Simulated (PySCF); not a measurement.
Compound: 3-methylisoxazole, C4H5NO.
Atom-mapped SMILES: `[CH3:1][c:2]1[cH:3][cH:4][o:5][n:6]1`

Probes without a nucleus sit at each ring's centroid and 1 Å off its mean plane on both sides; NICS is minus the shielding there, NICSzz its component along the normal. Level: GIAO PBE0/pcSseg-1 (PySCF, non-relativistic, gas phase) on the GFN2-xTB geometry, one conformer.

Ring bond lengths (Å), with Mayer bond orders in brackets: C2–C3 1.423 (1.18), C3–C4 1.360 (1.61), C4–O5 1.336 (1.10), O5–N6 1.353 (1.00), N6–C2 1.306 (1.62).

Problem. Give the NICS values of each ring in ppm.

Solution. 
| ring | type | NICS(0) | NICS(1), two faces | NICS(1)zz, two faces | rms pucker (Å) | centre to ring atoms, mean (Å) |
| --- | --- | --- | --- | --- | --- | --- |
| C2–C3–C4–O5–N6 | 5-membered ring with N and O; formal bonds all aromatic | -11.6 | -11.1 / -11.1 | -27.5 / -27.6 | 0.00 | 1.15 |

Problem. What do they say, and how far can they be read as aromaticity?

Solution. 
- C2–C3–C4–O5–N6: mean NICS(1)zz -27.6 ppm, shielded. For a flat ring without four-coordinate atoms the NICS criterion counts such a value as aromatic.

Problem. How equal are the bonds by HOMA? HOMA = 1 − mean of α(R − Ropt)² over the ring bonds, with Krygowski's 1993 parameters (CC: Ropt 1.388 Å, α 257.7 Å⁻²; CN: Ropt 1.334 Å, α 93.52 Å⁻²; CO: Ropt 1.265 Å, α 157.38 Å⁻²; NO: Ropt 1.248 Å, α 57.21 Å⁻²).

Solution. 
- C2–C3–C4–O5–N6: HOMA 0.60; the largest term is that of C4–O5, α(R − Ropt)² = 0.78.

Problem. What is the mean of the two in-plane components of NICS at the second NICS(1) probe listed for ring C2–C3–C4–O5–N6, 1 Å off the ring?

Solution. The isotropic value is a third of the trace: (3 × -11.1 − (-27.6))/2 = -2.8 ppm.

Problem. How shielded are the nuclei of the rings and their hydrogens (means over atoms taken as equivalent)?

Solution. 
```
  atoms                        environment  σ isotropic (ppm)
     C2        substituted aromatic carbon               24.4
     C3                 aromatic CH carbon               75.1
     C4  aromatic CH next to a ring oxygen               21.3
     O5                        ring oxygen              -64.0
     N6             pyridine-type nitrogen             -143.7
H on C3                  aromatic hydrogen              25.37
H on C4                  aromatic hydrogen              23.21
```

On an Intel Xeon 6975P-C with one thread, no GPU, shared host with 192 logical CPUs at a one-minute load of 66, this took 7.1 s of wall time and 0.57 GiB of memory at its peak. This is the whole shielding run at PBE0/pcSseg-1, SCF included.
